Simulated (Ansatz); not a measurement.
Geometry optimisation, Ansatz, RKS r2SCAN-D4/6-31G*.

input.yaml

```yaml
crystal:
  periodic: [false, false, false]
  atoms:
    - { symbol: Al, position_ang: [0.0, 0.0, 0.0] }
    - { symbol: F, position_ang: [0.0, 0.0, 1.69] }
    - { symbol: H, position_ang: [1.351, 0.0, -0.78] }
    - { symbol: "N", position_ang: [-1.6627, 0.0, -0.96] }
    - { symbol: H, position_ang: [-2.3316, -0.8164, -0.8614] }
    - { symbol: H, position_ang: [-1.9118, 0.8164, -1.5886] }
basis:
  gaussian: { orbitals: "6-31G*" }
hamiltonian:
  xc: r2scan
  dispersion: d4
relax:
  f_tol: 0.02
  max_steps: 40
```

Launched with:

```bash
$ ansatz run input.yaml --threads 1 --pin off --max-ram 2048MiB --backend cpu --events-out ev --progress --plain --runs-dir out
```

Problem. Where does it end, and by what steps?

Solution. The run converged. After 7 steps the energy has fallen by 0.700 eV; H5 moved furthest, 0.69 Å.

```
step  energy less start (eV)  largest force component (eV/Å)  accepted
   0                  0.0000                           2.438       yes
   1                 -0.3982                           1.174       yes
   2                 -0.5583                           1.170       yes
   3                 -0.6666                           0.305       yes
   4                 -0.6897                           0.225       yes
   5                 -0.6992                           0.032       yes
   6                 -0.6996                           0.023       yes
   7                 -0.6997                           0.003       yes
```

```xyz
6
Properties=species:S:1:pos:R:3
Al -0.047 0.009 -0.034
F -0.043 -0.420 1.566
H 1.303 0.411 -0.747
N -1.589 0.000 -0.901
H -2.489 -0.246 -0.507
H -1.689 0.246 -1.878
```

Whether the end is a true minimum wasn't checked by a vibrational analysis.

Time of the run: 21 s on 1 thread of Arm Neoverse V2, on a shared host, peak memory 0.13 GiB.
